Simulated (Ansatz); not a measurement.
Steps of a relaxation of `COC1OC1=O` with RKS PBE0-D4/def2-TZVP.

```sh
$ ansatz run in.yaml --threads 4 --pin off --events-out ev --progress --plain --max-ram 10444MiB
```

```yaml
crystal:
  periodic: [false, false, false]
  atoms:
    - {symbol: C, position_ang: [0.605875, -1.454740, 0.384561]}
    - {symbol: O, position_ang: [0.685393, -0.026260, 0.424284]}
    - {symbol: C, position_ang: [-0.117103, 0.612873, -0.438819]}
    - {symbol: O, position_ang: [-1.550881, 1.021321, 0.088653]}
    - {symbol: C, position_ang: [-0.618694, 1.954633, -0.124369]}
    - {symbol: O, position_ang: [-0.500216, 3.143762, -0.026524]}
    - {symbol: H, position_ang: [1.431741, -1.839257, 1.009955]}
    - {symbol: H, position_ang: [0.724406, -1.831769, -0.655641]}
    - {symbol: H, position_ang: [-0.364044, -1.806910, 0.794922]}
    - {symbol: H, position_ang: [-0.213277, 0.175247, -1.454023]}
basis:
  gaussian: {orbitals: def2-TZVP}
hamiltonian: {xc: pbe0, dispersion: d4}
relax: {f_tol: 0.005, max_steps: 150}
```

Positions (Å) and forces (eV/Å) along the path, 10 of 10 steps:

```xyz
10
step=1 energy=-9309.1892 eV
C     0.606   -1.455    0.385   -0.060   -0.336   -0.034
O     0.685   -0.026    0.424   -0.342   -0.027   -0.302
C    -0.117    0.613   -0.439   -0.332    0.090    0.028
O    -1.551    1.021    0.089    1.081    0.454   -0.279
C    -0.619    1.955   -0.124   -0.291    0.381    0.107
O    -0.500    3.144   -0.027   -0.124   -1.588   -0.130
H     1.432   -1.839    1.010   -0.415    0.254   -0.321
H     0.724   -1.832   -0.656   -0.049    0.243    0.519
H    -0.364   -1.807    0.795    0.492    0.234   -0.204
H    -0.213    0.175   -1.454    0.040    0.295    0.616
10
step=2 energy=-9309.2470 eV
C     0.600   -1.447    0.381   -0.008   -0.083   -0.001
O     0.684   -0.025    0.425   -0.100   -0.001   -0.115
C    -0.114    0.608   -0.435   -0.262    0.094    0.096
O    -1.535    1.010    0.092    0.518    0.121   -0.161
C    -0.615    1.938   -0.127   -0.175   -0.198    0.029
O    -0.498    3.113   -0.032    0.006   -0.195   -0.023
H     1.417   -1.826    0.999   -0.121    0.052   -0.091
H     0.718   -1.811   -0.650   -0.014    0.066    0.157
H    -0.361   -1.788    0.786    0.143    0.061   -0.060
H    -0.210    0.177   -1.436    0.013    0.084    0.169
10
step=3 energy=-9309.2539 eV
C     0.597   -1.444    0.380    0.000    0.030    0.004
O     0.684   -0.024    0.423    0.032   -0.021    0.010
C    -0.115    0.607   -0.434   -0.167    0.043    0.061
O    -1.525    1.003    0.091    0.139   -0.048   -0.048
C    -0.614    1.931   -0.127   -0.020   -0.003   -0.001
O    -0.499    3.103   -0.032    0.009    0.040    0.001
H     1.410   -1.823    0.995    0.014   -0.013    0.014
H     0.714   -1.805   -0.646    0.004   -0.010   -0.021
H    -0.360   -1.779    0.783   -0.020   -0.010    0.009
H    -0.210    0.180   -1.430    0.009   -0.009   -0.030
10
step=4 energy=-9309.2549 eV
C     0.596   -1.442    0.380    0.013    0.034    0.000
O     0.691   -0.022    0.417    0.084   -0.047    0.022
C    -0.114    0.607   -0.435   -0.137    0.080    0.014
O    -1.512    0.990    0.098    0.050    0.059   -0.054
C    -0.614    1.932   -0.128    0.026   -0.139    0.031
O    -0.508    3.105   -0.031   -0.023    0.044   -0.004
H     1.404   -1.825    0.998    0.013   -0.002    0.004
H     0.712   -1.810   -0.645    0.001   -0.001   -0.005
H    -0.364   -1.771    0.784   -0.031   -0.012    0.005
H    -0.207    0.184   -1.435    0.005   -0.016   -0.014
10
step=5 energy=-9309.2555 eV
C     0.596   -1.442    0.380   -0.001    0.006    0.002
O     0.694   -0.023    0.415    0.006    0.004   -0.013
C    -0.117    0.607   -0.436   -0.024    0.028    0.008
O    -1.511    0.989    0.095   -0.031   -0.005    0.008
C    -0.614    1.931   -0.126    0.066   -0.009   -0.012
O    -0.509    3.105   -0.029   -0.024   -0.004    0.004
H     1.404   -1.825    0.999    0.000   -0.001    0.000
H     0.711   -1.811   -0.644    0.000   -0.004    0.000
H    -0.365   -1.769    0.785   -0.004   -0.006   -0.001
H    -0.208    0.186   -1.436    0.011   -0.009    0.005
10
step=6 energy=-9309.2555 eV
C     0.596   -1.441    0.380    0.000    0.002    0.002
O     0.695   -0.022    0.414    0.001   -0.008   -0.001
C    -0.117    0.607   -0.436   -0.011    0.011   -0.003
O    -1.511    0.989    0.095   -0.015    0.002    0.009
C    -0.613    1.931   -0.125    0.036   -0.008   -0.014
O    -0.510    3.105   -0.028   -0.016    0.002    0.006
H     1.404   -1.825    0.999   -0.001    0.001    0.000
H     0.712   -1.812   -0.644    0.000    0.000    0.000
H    -0.365   -1.768    0.784    0.002    0.001   -0.001
H    -0.207    0.186   -1.436    0.005   -0.003    0.002
10
step=7 energy=-9309.2556 eV
C     0.596   -1.441    0.380   -0.001   -0.003   -0.001
O     0.696   -0.023    0.413   -0.003    0.007    0.000
C    -0.118    0.607   -0.436    0.003   -0.009    0.001
O    -1.510    0.989    0.096    0.002    0.005    0.001
C    -0.612    1.931   -0.125    0.006    0.005   -0.002
O    -0.511    3.105   -0.028   -0.007   -0.005    0.002
H     1.403   -1.825    1.000   -0.001    0.000    0.000
H     0.712   -1.812   -0.644    0.001    0.000    0.000
H    -0.366   -1.767    0.783    0.001    0.001    0.000
H    -0.207    0.185   -1.436   -0.001    0.000   -0.001
10
step=8 energy=-9309.2556 eV
C     0.596   -1.441    0.380    0.000    0.000    0.000
O     0.696   -0.022    0.413    0.000   -0.002    0.001
C    -0.118    0.607   -0.436    0.002   -0.005   -0.002
O    -1.510    0.989    0.097    0.000    0.000    0.000
C    -0.612    1.931   -0.126    0.000   -0.005   -0.002
O    -0.511    3.105   -0.029    0.000    0.008    0.001
H     1.403   -1.825    1.000   -0.001    0.001    0.000
H     0.713   -1.813   -0.644    0.000    0.001    0.001
H    -0.366   -1.767    0.783    0.001    0.001   -0.001
H    -0.207    0.185   -1.436   -0.001    0.002    0.001
10
step=9 energy=-9309.2556 eV
C     0.596   -1.441    0.380    0.001    0.000    0.000
O     0.696   -0.022    0.413    0.001   -0.002    0.001
C    -0.118    0.607   -0.436   -0.001    0.001   -0.001
O    -1.509    0.989    0.097    0.001    0.001    0.000
C    -0.612    1.931   -0.126   -0.001    0.007    0.000
O    -0.511    3.105   -0.029    0.000   -0.008   -0.001
H     1.402   -1.825    1.001    0.000    0.000    0.000
H     0.713   -1.813   -0.644    0.000    0.001    0.001
H    -0.366   -1.767    0.782    0.000    0.000    0.000
H    -0.208    0.185   -1.436    0.000    0.001    0.001
10
step=10 energy=-9309.2556 eV
C     0.596   -1.441    0.380    0.000    0.000    0.000
O     0.696   -0.023    0.413    0.000    0.001    0.000
C    -0.118    0.607   -0.436    0.000    0.000    0.000
O    -1.509    0.989    0.098    0.000    0.000    0.000
C    -0.612    1.931   -0.126   -0.001    0.000    0.000
O    -0.511    3.105   -0.029    0.001    0.000    0.000
H     1.402   -1.825    1.001    0.000    0.000    0.000
H     0.714   -1.812   -0.644    0.000    0.000    0.000
H    -0.366   -1.767    0.782    0.000    0.000    0.000
H    -0.208    0.185   -1.436    0.000    0.000    0.000
```

Run time 12 s (4 threads of an AMD EPYC 9R45 on a shared host); peak host memory 0.52 GiB.
